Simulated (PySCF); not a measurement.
Species: Si(CCH)H3, C2H4Si.
Geometry (PBE0-D3(BJ)/def2-SVP, Å), atoms numbered from 1 in this order:
```
atom  x, y, z in Å
Si1    0.000    0.003   -1.074
C2    -0.005    0.000    0.760
C3     0.000   -0.005    1.977
H4     0.002   -0.008    3.052
H5     1.407    0.008   -1.567
H6    -0.706    1.219   -1.572
H7    -0.698   -1.216   -1.576
```

The closed-shell ground state was solved at several levels (PySCF, density fitting, gas phase, non-relativistic).

| level | basis functions | total energy (Eh) | HOMO (eV) | LUMO (eV) | gap (eV) | dipole (D) |
| --- | --- | --- | --- | --- | --- | --- |
| PBE0/pcSseg-1 | 78 | -367.7911 | -8.28 | -0.07 | 8.21 | 0.38 |
| wB97X-D/def2-SVPD | 96 | -367.8558 | -10.17 | 1.64 | 11.81 | 0.41 |

(1) Estimate the row for B3LYP/pcSseg-1, a basis of 78 functions; the other rows only guide the guess.

(2) Over all these levels, which gives the widest orbital gap and which the narrowest?

(3) How far do the dipole and the HOMO energy spread over the levels?

Answers

(1) Total energy -368.0487 Eh, HOMO -8.01 eV, LUMO -0.26 eV, gap 7.75 eV, dipole 0.36 D.

(2) wB97X-D/def2-SVPD (range-separated hybrid) has the widest, 11.81 eV, and B3LYP/pcSseg-1 (global hybrid, 20 % exact exchange) the narrowest, 7.75 eV. Functional and basis both differ between the two, so the spread mixes both effects.

(3) The dipole runs from 0.36 to 0.41 D (mean 0.39 D) and the HOMO from -10.17 to -8.01 eV.

Note: wB97X-D ran without an empirical dispersion term, which enters the total energy and its gradient alone.
